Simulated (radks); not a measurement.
**Valence configurations of S³⁺**

Aim: which of several valence configurations of S³⁺ lies lowest at this level, and whether it is the one NIST lists ([Ne] 3s2 3p1).

Program: radks (a radial shooting solver on a logarithmic mesh, Libxc functionals) version 1. Level of theory: scalar-relativistic Kohn-Sham, r2SCAN, spin-unpolarised, spherical densities, finite nucleus. These are calculated values, not measurements, unless marked.

### Step 1. The atom as given

* element: sulfur (Z = 16)
* charge: +3
* electrons: 13
* configuration: [Ne] 3s2 3p1
* nuclear rms radius: 3.2611 fm
* others tried: 3s1.5 3p1.5; 3s1 3p2; 3p3; 3s0.5 3p2.5

Outer shells as boxes (Hund's rule):

S³⁺
```
[Ne] core
3s [↑↓]
3p [↑ ][  ][  ]
```

### Step 2. [Ne] 3s2 3p1

Input:

```text
Z 16
configuration [Ne] 3s2 3p1
relativity scalar-relativistic
functional r2scan,r2scan
spin unpolarised
nucleus finite rms 3.2611 fm
c 137.035999084
```

### Step 3. [Ne] 3s1.5 3p1.5

Changes since step 2:

```diff
@@ -1,3 +1,3 @@
 Z 16
-configuration [Ne] 3s2 3p1
+configuration [Ne] 3s1.5 3p1.5
 relativity scalar-relativistic
```

### Step 4. [Ne] 3s1 3p2

Changes since step 3:

```diff
@@ -1,3 +1,3 @@
 Z 16
-configuration [Ne] 3s1.5 3p1.5
+configuration [Ne] 3s1 3p2
 relativity scalar-relativistic
```

### Step 5. [Ne] 3p3

Changes since step 4:

```diff
@@ -1,3 +1,3 @@
 Z 16
-configuration [Ne] 3s1 3p2
+configuration [Ne] 3p3
 relativity scalar-relativistic
```

### Step 6. [Ne] 3s0.5 3p2.5

Changes since step 5:

```diff
@@ -1,3 +1,3 @@
 Z 16
-configuration [Ne] 3p3
+configuration [Ne] 3s0.5 3p2.5
 relativity scalar-relativistic
```

What does the calculation give? Wanted: for each run, valence; E − E(NIST configuration); highest level; its energy; 1s shift.

**Answer**, as computed:

```tsv
valence	E − E(NIST configuration) (eV)	highest level	its energy (eV)	1s shift (eV)
3s2 3p1	0.000	3p	-40.130	+0.00
3s1.5 3p1.5	6.295	3p	-40.418	-0.65
3s1 3p2	12.579	3p	-40.691	-1.29
3s0.5 3p2.5	18.846	3p	-40.943	-1.93
3p3	25.093	3p	-41.174	-2.57
```

**Reading.** The NIST configuration is the lowest of those tried, 6.295 eV under 3s1.5 3p1.5. The energies are those of spherical spin-averaged densities, not of single terms. The 1s eigenvalue shifts by up to 2.57 eV as the valence charge is rearranged.
